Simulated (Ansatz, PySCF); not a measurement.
Molecule: disilane, Si2H6, net charge 0, singlet state. 
Geometry from a B3LYP-D3(BJ)/def2-TZVP (Ansatz, an electronic-structure program) optimisation:
```xyz
8

Si     0.0002    -0.0110     1.1721
Si    -0.0002     0.0110    -1.1721
H     -0.0004     1.3752     1.6997
H     -1.2040    -0.7120     1.6803
H      1.2055    -0.7108     1.6798
H      0.0004    -1.3752    -1.6997
H     -1.2055     0.7108    -1.6798
H      1.2040     0.7120    -1.6803
```
Charge 0, spin multiplicity 1.

Total electronic energies in hartree. Valence correlation only, unless marked. Spin-orbit coupling is left out. Non-relativistic. FCI takes restricted orbitals. CBS(X,Y): correlation extrapolated as X^-3; Hartree-Fock from the larger set. [CCSD(T)-MP2]/basis is that difference in the basis named.

| level | program | energy (Eh) |
|---|---|---|
| HF/STO-3G | Ansatz | -574.69439 |
| RI-HF/cc-pV(Q+d)Z | Ansatz | -581.38315 |
| RI-HF/def2-QZVPP | Ansatz | -581.38380 |
| PBE/def2-TZVPD | Ansatz | -582.27288 |
| TPSS-D3(BJ)/def2-TZVPD | PySCF + dftd3 | -582.65999 |
| B3LYP/def2-TZVPD | PySCF | -582.64303 |
| CAM-B3LYP/def2-TZVPD | Ansatz | -582.59836 |
| wB97X-V/def2-TZVPD | Ansatz | -582.49968 |
| B2PLYP-D4/def2-TZVPD | Ansatz + dftd4 | -582.33721 |
| MP2/6-31G | Ansatz | -581.32826 |
| MP2/def2-TZVPP | Ansatz | -581.63076 |
| RI-MP2/cc-pV(T+d)Z | Ansatz | -581.63996 |
| RI-MP2/def2-QZVPP | Ansatz | -581.66745 |
| SCS-MP2/STO-3G | Ansatz | -574.79220 |
| CCSD/STO-3G | Ansatz | -574.81762 |
| CCSD/6-31G | Ansatz | -581.36737 |
| CCSD/cc-pV(D+d)Z | Ansatz | -581.61730 |
| CCSD/def2-TZVPP | Ansatz | -581.68105 |
| CCSD(T)/def2-SVP | Ansatz | -581.42733 |
| CCSD(T)/def2-TZVPP | Ansatz | -581.69040 |
| FCI/STO-3G | Ansatz | -574.81887 |
| RI-MP2/CBS(def2-TZVPP,def2-QZVPP)+[CCSD(T)-MP2]/def2-SVP | Ansatz | -581.7372 |
| RI-MP2/CBS(def2-TZVPPD,def2-QZVPPD)+[CCSD(T)-MP2]/def2-TZVPPD | Ansatz | -581.7405 |

Totals of different functionals don't rank their quality; only differences between species are comparable.
